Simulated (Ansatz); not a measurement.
# C2H2OS: a ladder of functionals and wavefunction methods

An exercise on one series of results from a longer session: the logs are not shown, and one member is left open.

The runs use Ansatz 0.2.0, Gaussian basis; functionals in def2-TZVPP, the program's frozen cores in correlated methods.

Plan: LDA (SPW92), PBE-D4, revPBE-D4, BLYP-D4, r2SCAN-D4, B97M-V, PBE0-D4, B3LYP-D4, r2SCANh-D4, r2SCAN0-D4, HSE06-D4, BHLYP-D4, CAM-B3LYP-D4, LC-ωPBE, ωB97X-V, ωB97M-V, B2PLYP, PBE-QIDH; CCSD(T)/def2-SVP; CCSD(T)/def2-TZVPP; MP2/def2-QZVPP; extrapolation to the limit; RPA on PBE.

### The relaxed structure

The geometry comes from an earlier relaxation with PBE0-D4 in a triple-zeta def2 set; it is a stationary point.

SMILES `OC1=CS1`, 6 atoms, charge 0, spin multiplicity 1.

Atoms are counted from 1 here; the program's logs count them from 0.

Bond lengths: O1–C2 1.314 Å, O1–H5 0.966 Å, C2–C3 1.281 Å, C2–S4 1.770 Å, C3–S4 1.886 Å, C3–H6 1.071 Å. Angles: C2–O1–H5 109.3°, O1–C2–C3 151.3°, O1–C2–S4 134.2°, C3–C2–S4 74.5°, C2–C3–S4 64.7°, C2–C3–H6 157.0°, S4–C3–H6 138.3°, C2–S4–C3 40.9°.

Set-up of the first run:

Contents of in.yaml:

```yaml
crystal:
  periodic: [false, false, false]
  atoms:
    - {symbol: O, position_ang: [-0.562308, 0.491108, -1.347950]}
    - {symbol: C, position_ang: [-0.080975, -0.157049, -0.311547]}
    - {symbol: C, position_ang: [0.362441, -0.184269, 0.889872]}
    - {symbol: S, position_ang: [0.305957, -1.853231, 0.012912]}
    - {symbol: H, position_ang: [-0.632337, 1.430380, -1.133634]}
    - {symbol: H, position_ang: [0.649321, 0.209061, 1.844148]}
basis:
  gaussian: {orbitals: def2-TZVPP}
hamiltonian: {xc: lda}
output: {orbitals: {seedname: orbitals}}
```

Command:

```
$ ansatz run in.yaml --threads 2 --pin off --events-out ev --progress --plain --max-ram 4352MiB
```

Steps of the session up to this table: LDA; PBE-D4 (GGA); revPBE-D4 (GGA); BLYP-D4 (GGA); r2SCAN-D4 (meta-GGA); B97M-V (meta-GGA); PBE0-D4 (hybrid); B3LYP-D4 (hybrid); r2SCANh-D4 (hybrid); r2SCAN0-D4 (hybrid); HSE06-D4 (hybrid); BHLYP-D4 (hybrid); CAM-B3LYP-D4 (range-separated); LC-ωPBE (range-separated); ωB97X-V (range-separated); ωB97M-V (range-separated); B2PLYP (double hybrid); PBE-QIDH (double hybrid).

One table of the session follows, with a row left open; its other results are not shown here.

It belongs to the step «Frontier levels by functional». 

```
  functional  HOMO (eV)  gap (eV)
 LDA (SPW92)      -4.33      2.69
      PBE-D4      -4.18      2.71
   revPBE-D4      -4.13      2.72
     BLYP-D4      -4.05      2.65
   r2SCAN-D4      -4.35      3.16
      B97M-V          ?         ?
     PBE0-D4      -5.35      4.85
    B3LYP-D4      -5.15      4.36
  r2SCANh-D4      -4.79      3.96
  r2SCAN0-D4      -5.46      5.15
    HSE06-D4      -4.95      4.07
    BHLYP-D4      -6.40      6.81
CAM-B3LYP-D4      -6.70      7.21
     LC-ωPBE      -8.07      9.86
     ωB97X-V      -7.69      9.33
     ωB97M-V      -7.54      8.92
```

Estimate the missing values for B97M-V.

The run gave: HOMO (eV): -4.39; gap (eV): 3.18. In the column «HOMO (eV)» it lies between r2SCANh-D4 (-4.79) and r2SCAN-D4 (-4.35).
